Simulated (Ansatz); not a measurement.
**Structure relaxation of BaZn₃**

Computed with DFT PBE, scalar-relativistic, plane waves, PAW (Ansatz 0.2.0). Cutoff 420 eV, Γ-centred k mesh, Gaussian smearing, no spin polarisation in the final step.

The start puts BaZn₃ on the Cu3Au (L1_2) structure type (Pm-3m, No. 221), with Ba in place of Au, Zn in place of Cu, at a guessed volume.

```xyz
4
Lattice="4.2740 0.0000 0.0000 0.0000 4.2740 0.0000 0.0000 0.0000 4.2740" Properties=species:S:1:pos:R:3 pbc="T T T"
Ba    0.0000    0.0000    0.0000
Zn    0.0000    2.1370    2.1370
Zn    2.1370    0.0000    2.1370
Zn    2.1370    2.1370    0.0000
```

Cell and atoms relax at zero pressure; the relaxation can't lower the symmetry of the start. After a coarse first stage the cell is made exact in the group found at 0.06 Å.

Energies over the elements count from the elements' standard structures at the same level, with no empirical corrections.

**Question.** Which crystal results?

**Answer.** It keeps Pm-3m (No. 221). The result has the Cu3Au (L1_2) structure. Conventional cell: a = 4.774 Å. Ba has 12 Zn at 3.38 Å; Zn has 4 Ba at 3.38 Å and 8 Zn at 3.38 Å.

Space group Pm-3m (No. 221). a = 4.774 Å, b = 4.774 Å, c = 4.774 Å, α = 90.00°, β = 90.00°, γ = 90.00°
| atom | site | symmetry | x | y | z |
| --- | --- | --- | --- | --- | --- |
| Ba | 1a | m-3m | 0.0000 | 0.0000 | 0.0000 |
| Zn | 3c | 4/mm.m | 0.0000 | 0.5000 | 0.5000 |

**Question.** What are its volume, energy, density and gap?

**Answer.** The volume per atom is 27.20 Å³. The density is 5.09 g/cm³. The energy over the elements is 0.08 eV/atom and the gap on the 10×10×10 mesh is 0 eV (a metal).

The final run used a 10×10×10 mesh on its 4-atom cell and 0.10 eV smearing. For metals, differences of a few meV/atom aren't resolved. Symmetry constrained the relaxation, so the result can be a saddle point.

Cost: 3 runs of about 1.1 core-minutes in all, on Arm Neoverse V1 (shared hosts).